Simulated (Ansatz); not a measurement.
# CH2Al (quartet): wave-function methods side by side, cc-pVTZ

One table from this session's results is given with a row withheld; the runs are named, their logs left out.

The runs use Ansatz 0.2.0, Gaussian basis; cc-pVTZ, core rule «outside noble gas», up to 6 orbitals frozen.

Plan: UHF; CCSD(T) on ROHF; CCSD(T) on UHF; BCCD(T) on ROHF; CCSDT(Q) on ROHF; CCSDT(Q) on UHF; CASSCF and MRCISD+Q, 9 electrons in 10 orbitals; CASSCF and NEVPT2, 9 electrons in 10 orbitals.

10 further runs of the same task are left out: 5 for a known fault of the program, 5 set aside as unsound or not needed.

## What is computed

The geometry is a PBE0/def2-TZVP stationary point (not a proven minimum) of the parent state, kept for this charge and spin.

4 atoms, charge 0, spin multiplicity 4.

Atoms are counted from 1 here; the program's logs count them from 0.

Bond lengths: Al1–C2 1.971 Å, C2–H3 1.094 Å, C2–H4 1.094 Å. Angles: Al1–C2–H3 125.0°, Al1–C2–H4 125.0°, H3–C2–H4 109.9°.

Coordinates:

```
Al    0.0000    0.0000    0.7050
C     0.0000    0.0000   -1.2658
H     0.0000   -0.8961   -1.8941
H     0.0000    0.8961   -1.8941
```

The first run:

The input, in.yaml:

```yaml
crystal:
  periodic: [false, false, false]
  atoms:
    - {symbol: Al, position_ang: [0.000000, 0.000000, 0.704959]}
    - {symbol: C, position_ang: [0.000000, 0.000000, -1.265754]}
    - {symbol: H, position_ang: [0.000000, -0.896128, -1.894102]}
    - {symbol: H, position_ang: [0.000000, 0.896128, -1.894102]}
basis:
  gaussian: {orbitals: cc-pVTZ}
magnetization: {spin_polarized: true, initial_magnetization: 3}
hamiltonian: {xc: hf}
output: {orbitals: {seedname: orbitals}}
```

Started as:

```
> ansatz run in.yaml --threads 1 --pin off --events-out ev --progress --plain --max-ram 2816MiB --backend cpu
```

Steps of the session up to this table: UHF; CCSD(T) on ROHF; CCSD(T) on UHF; BCCD(T) on ROHF; CCSDT(Q) on ROHF; CCSDT(Q) on UHF; CASSCF and MRCISD+Q, 9 electrons in 10 orbitals; CASSCF and NEVPT2, 9 electrons in 10 orbitals.

One of the session's tables, all rows but one given; the rest of the session is left out.

It belongs to the step «Misses and costs». 

```
          method  from UCCSDT(Q) (meV)
            ROHF               +5854.5
             UHF               +5728.4
            RMP2                +889.6
            UMP2                +906.2
           RCCSD                     ?
           UCCSD                +247.3
        RCCSD(T)                 +37.9
        UCCSD(T)                 +36.6
         BCCD(T)                 +38.2
          RCCSDT                 +12.8
          UCCSDT                 +10.3
       RCCSDT(Q)                  +2.8
       UCCSDT(Q)                     0
  CASSCF valence               +3734.8
  NEVPT2 valence                +941.6
  MRCISD valence                +254.7
MRCISD+Q valence                 +54.6
```

Q: Estimate the row for RCCSD from the others.

As computed: from UCCSDT(Q) (meV): +253.6. In the column «from UCCSDT(Q) (meV)» it lies between UCCSD (+247.3) and MRCISD valence (+254.7).

Caveats from the session: Restricted and unrestricted rows rest on different reference determinants; where their highest levels disagree by more than a few hundredths of an eV, they describe different states and don't form one ladder.
